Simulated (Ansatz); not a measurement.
bcc Na, treated with PBE0-D3(BJ) in Ansatz (plane waves, PAW).

Settings: plane-wave cutoff 460 eV, 10×10×10 k mesh, Fermi–Dirac smearing 0.05 eV, scalar-relativistic PAW data made under PBE.

Cell (relaxed at this level):

```cif
data_Na
_chemical_formula_sum 'Na1'
_space_group_name_H-M_alt 'P 1'
_space_group_IT_number 1
_cell_length_a 3.54654
_cell_length_b 3.54654
_cell_length_c 3.54654
_cell_angle_alpha 109.471
_cell_angle_beta 109.471
_cell_angle_gamma 109.471
loop_
_space_group_symop_operation_xyz
  'x, y, z'
loop_
_atom_site_label
_atom_site_type_symbol
_atom_site_fract_x
_atom_site_fract_y
_atom_site_fract_z
_atom_site_occupancy
Na1 Na 0.00000 0.00000 0.00000 1
```

Predict the bulk modulus and pressure derivative B′ of the bulk modulus.


- bulk modulus: 8.71 GPa
- pressure derivative B′ of the bulk modulus: 3.6

Measured, for comparison: bulk modulus 7.9 GPa (0 K value with the zero-point phonon effect removed, our sources range from 7.63 to 7.91; as tabulated in Mejia-Rodriguez and Trickey (2018), arXiv:1807.09216). Computed (rounded) less measured: bulk modulus +10 % (+10 % to +14 % over the range).

Static lattice: no zero-point or thermal effects.

Ansatz is a quantum-chemistry and plane-wave program.
